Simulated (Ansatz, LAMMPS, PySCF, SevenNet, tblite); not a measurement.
Equilibrium lattice constant a of rock-salt KCl: levels of theory against measurement

Reference value: 6.248 Å (measured, low temperature, no zero-point or thermal correction; as tabulated in Doll and Stoll (1997), arXiv:cond-mat/9707218).

```json
[
 {"level (code)": "ionic model joung2008 (rigid ions, set for SPC/E water, LAMMPS)", "value (Å)": "6.316"},
 {"level (code)": "GFN1-xTB (tblite)", "value (Å)": "[?]"},
 {"level (code)": "SevenNet-0 (SevenNet)", "value (Å)": "6.372"},
 {"level (code)": "LDA (Ansatz)", "value (Å)": "[?]"},
 {"level (code)": "PBE (Ansatz)", "value (Å)": "[?]"},
 {"level (code)": "PBE-D3(BJ) (Ansatz)", "value (Å)": "6.264"},
 {"level (code)": "PBE-D4 (Ansatz)", "value (Å)": "6.310"},
 {"level (code)": "r²SCAN (Ansatz)", "value (Å)": "6.293"},
 {"level (code)": "HSE06 (Ansatz)", "value (Å)": "[?]"},
 {"level (code)": "PBE0 (Ansatz)", "value (Å)": "6.341"},
 {"level (code)": "Hartree–Fock (PySCF)", "value (Å)": "6.511 ± 0.02"},
 {"level (code)": "MP2 (PySCF)", "value (Å)": "6.171 ± 0.02"}
]
```

What belongs in the gaps?


- GFN1-xTB (tblite), value (Å): 5.811
- LDA (Ansatz, an electronic-structure program), value (Å): 6.076
- PBE (Ansatz), value (Å): 6.382
- HSE06 (Ansatz), value (Å): 6.345

Differences against the reference: ionic model joung2008 +1.09 %, GFN1-xTB -6.99 %, SevenNet-0 +1.98 %, LDA -2.75 %, PBE +2.14 %, PBE-D3(BJ) +0.26 %, PBE-D4 +0.99 %, r²SCAN +0.72 %, HSE06 +1.55 %, PBE0 +1.49 %, Hartree–Fock +4.21 %, MP2 -1.23 %.

Leaving aside ionic model joung2008, which can be fitted to such values or carry a doubt: Closest of these to the reference: PBE-D3(BJ) (+0.26 %). Farthest off: GFN1-xTB (-6.99 %). Of these only PBE-D3(BJ) lands within 0.5 %.

The measured value isn't corrected to a static lattice, so vibrations enter the comparison. A static lattice is as a rule a little smaller than the measured one.  A ± on a computed value is a rough bar: the spread of its extrapolation, a floor set from checks against published values, or a statistical error. GFN1-xTB: the cell moved over 20 % in volume from its start. GFN1-xTB: the method was fitted mainly to molecules. GFN1-xTB: the run uses a supercell at the zone centre in place of a k mesh. Cutoffs and k meshes differ between the levels. Ansatz's density-functional and Hartree–Fock values are scalar-relativistic unless marked +SOC, with PAW data made under PBE.

Empirical potentials (ionic model joung2008) are fitted to chosen data, which need not cover the solid at hand: agreement can be built in, and what lay outside the fit can be far off. Machine-learned potentials (SevenNet-0) are trained on DFT data, which may include these solids.

Differences are worked out from the printed values.
